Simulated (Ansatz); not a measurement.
# Structure relaxation of RbOs₃

All numbers below come from Ansatz, DFT PBE, scalar-relativistic, plane waves, PAW. Cutoff 420 eV, Γ-centred k mesh, Gaussian smearing, no spin polarisation in the final step.

The start puts RbOs₃ on the Cu3Au (L1_2) structure type (Pm-3m, No. 221), with Rb in place of Au, Os in place of Cu, at a guessed volume.

```yaml
crystal:
  lattice:
    - [4.29346, 0.00000, 0.00000]
    - [0.00000, 4.29346, 0.00000]
    - [0.00000, 0.00000, 4.29346]
  atoms:
    - { symbol: Rb, position: [0.00000, 0.00000, 0.00000] }
    - { symbol: Os, position: [0.00000, 0.50000, 0.50000] }
    - { symbol: Os, position: [0.50000, 0.00000, 0.50000] }
    - { symbol: Os, position: [0.50000, 0.50000, 0.00000] }
```

Cell and atoms relax at zero pressure; the relaxation can't lower the symmetry of the start. After a coarse first stage the cell is made exact in the group found at 0.06 Å.

Formation energies are uncorrected and refer to the elements' standard structures at the same level.

(1) Which crystal results?

(2) What are its volume, energy, density and gap?

## Answers

(1) It keeps Pm-3m (No. 221). The result has the Cu3Au (L1_2) structure. Conventional cell: a = 4.140 Å. Rb is coordinated by 12 Os at 2.93 Å; Os is coordinated by 4 Rb at 2.93 Å and 8 Os at 2.93 Å.

```xyz
4
Lattice="4.1400 0.0000 0.0000 0.0000 4.1400 0.0000 0.0000 0.0000 4.1400" Properties=species:S:1:pos:R:3 pbc="T T T"
Rb    0.0000    0.0000    0.0000
Os    0.0000    2.0700    2.0700
Os    2.0700    0.0000    2.0700
Os    2.0700    2.0700    0.0000
```

(2) The volume per atom is 17.74 Å³ and the density is 15.35 g/cm³. The energy over the elements is 2.52 eV/atom and the gap on the 12×12×12 mesh is 0 eV (a metal).

The final run used a 12×12×12 mesh on its 4-atom cell and 0.10 eV smearing. For metals, differences of a few meV/atom aren't resolved. Spin–orbit coupling is left out. Symmetry constrained the relaxation, so the result can be a saddle point. The steps took about 60 core-seconds in all.

Cost: 3 runs of about 1 core-minutes in all, on Arm Neoverse V1 (shared hosts).